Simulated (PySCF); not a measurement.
# SH₄, singlet: molecular constants

These are results of PBE0 in PySCF with S def2-TZVP, H def2-TZVP; no relativity; density-fitted integrals, not measurements.

The structure is a saddle point with 1 imaginary mode.

```json
{
  "Point group": "D4h",
  "Bond lengths": "S–H 1.385 Å (×4)",
  "Bond angles": "H–S–H 90.0° (×4), H–S–H 180.0° (×2)",
  "Rotational constants": "4.36, 4.36, 2.18 cm⁻¹",
  "Atomisation energy without zero-point energy": "918 kJ/mol",
  "Dipole moment": "0.00 D",
  "Zero-point energy (real modes)": "89.3 kJ/mol",
  "Highest occupied level": "-6.86 eV",
  "Principal polarisabilities": "15.4, 30.2, 30.2 bohr³",
  "Lowest empty level": "-1.02 eV",
  "Principal quadrupole moments (Buckingham, traceless) about the centre of mass": "-2.59, 1.29, 1.29 D Å"
}
```

Harmonic modes (masses in u: S 31.972, H 1.008):
| symmetry | ω (cm⁻¹) | IR (km/mol, summed over degenerate members) |
| --- | --- | --- |
| a2u | 493i | – |
| b2u | 1062 | 0.0 |
| eu | 1472 | 207 |
| b2g | 1804 | 0.0 |
| b1g | 2169 | 0.0 |
| eu | 2267 | 494 |
| a1g | 2413 | 0.0 |

In D4h the vibrations span a2u + b2u + 2eu + b2g + b1g + a1g. The a1g, b1g, b2g, b2u modes carry no infrared intensity, as symmetry demands. With a centre of inversion only u modes can be infrared active and only g modes Raman active.

Charges (e):
| atom | Mulliken | Löwdin | polar tensor | Mayer order to S1 |
| --- | --- | --- | --- | --- |
| S1 | -0.34 | 0.06 | 0.60 | – |
| H2,3,4,5 | 0.08 | -0.01 | -0.15 | 0.81 |

Mulliken populations on S1: s 5.58, p 10.35, d 0.40, f 0.01.

Outer orbital energies (eV). occupied: -21.79, -13.64, -13.64, -8.16, -6.86; empty: -1.02, 2.65, 2.65, 5.05.

Only a few start shapes were tried, so a lower isomer may exist. At this level a singlet minimum of C4v symmetry lies 6 kJ/mol below this structure.

The final relaxation and frequency run took roughly 17 core-seconds on a shared host.
